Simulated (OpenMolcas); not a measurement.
**A ladder of methods for AlH2Cl (SMILES [AlH2][Cl])**

The species is AlH2Cl (4 atoms), meant as a singlet with charge 0. SMILES: `[AlH2][Cl]`. The shape comes from GFN2-xTB, which is rough for such elements, and wasn't checked as a minimum.

```xyz
4

Al   -0.0629    0.0066   -0.0735
Cl    1.2461   -0.1310    1.4504
H    -1.3127   -0.8852   -0.1542
H     0.1295    1.0096   -1.2227
```

Each level gives the energy change with the Al1–Cl2 bond stretched from 2.014 to 4.027 Å (eV). The values are calculated.

```csv
level,kind,program,value (eV),CPU time (all runs)
HF/STO-3G (restricted),Hartree–Fock,OpenMolcas,6.95,2.8 s
B3LYP/STO-3G (restricted),global hybrid,OpenMolcas,5.71,7.2 s
PBE0/STO-3G (restricted),global hybrid,OpenMolcas,5.96,7.3 s
"CASPT2(2,2)/STO-3G",multireference,OpenMolcas,6.03,3 s
"CASSCF(2,2)/STO-3G",multireference,OpenMolcas,?,3.3 s
"MRCI(2,2)/STO-3G",multireference,OpenMolcas,5.92,3.1 s
"SC-NEVPT2(2,2)/STO-3G",multireference,OpenMolcas,6.03,2.9 s
CISD/STO-3G (restricted),coupled cluster or CI,OpenMolcas,6.27,3.1 s
FCI/STO-3G,exact in the basis,OpenMolcas,5.92,6.7 s
```

Task: Estimate the missing values from the other rows.

Result: As computed at these levels: CASSCF(2,2)/STO-3G: 6.10 eV. Spin-restricted single references rise too steeply as a bond breaks, Hartree–Fock most of all. The first shape isn't each level's own minimum. The values span 5.71 to 6.95 eV. All rows use very small basis sets, so even the best lies far from the true value. Times are those of the runs behind each value, whatever else they computed, on shared processors of several kinds: orders of magnitude only.
